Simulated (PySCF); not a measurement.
**Ionisation energy of Ar by level of theory**

Ar [Ar] (1S) → Ar⁺ [Ne] 3s2 3p5 (2P), as a difference of total energies. Computed with PySCF 2.14 in cc-pVTZ-DK, with scalar relativity by spin-free X2C-1e. Correlated levels: valence: [Ne] frozen. The calculations carry no spin-orbit coupling.

```csv
method,ionisation energy (eV),error (eV)
UHF,14.556,-1.263
TPSS,15.683,-0.136
LDA,15.979,+0.160
MP2 (valence),15.664,-0.155
SCS-MP2 (valence),15.561,-0.258
CCSD (valence),15.488,-0.331
CCSD(T) (valence),15.528,-0.291
```

Reference: 15.819 eV (measured; NIST levels, between the centres of gravity of the two terms).

Errors of the correlated levels include the incompleteness of this basis and the frozen core.
